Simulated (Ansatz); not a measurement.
Results of PBE0 (PAW; Ansatz, a program for electronic structure) for B20 (FeSi-type) FeSi.

Settings: plane-wave cutoff 460 eV, 6×6×6 k mesh, Fermi–Dirac smearing 0.01 eV, no spin polarisation, scalar-relativistic PAW data made under PBE.

Computed at the level's own relaxed cell.

Problem. Predict the lattice parameter a, band gap, smallest direct gap on the k points sampled and direct gap at Γ.

Solution. 
- lattice parameter a = 4.380 Å
- band gap = 2.19 eV (indirect)
- smallest direct gap on the k points sampled = 2.24 eV
- direct gap at Γ = 3.19 eV

Measured, for comparison: band gap 0.05 eV (temperature not stated, no zero-point or thermal correction, indirect, transport; lower end of the printed range; as tabulated in Tomczak (2018), arXiv:1802.07220); lattice constant a 4.483 Å (temperature not stated, no zero-point or thermal correction; as tabulated in Wikipedia's data pages). Computed (rounded) less measured: band gap +2.14 eV, lattice constant a -2.3 %.

The computed numbers hold no vibrational or temperature effects.

Computing time: about 50 core-minutes (a rough figure).
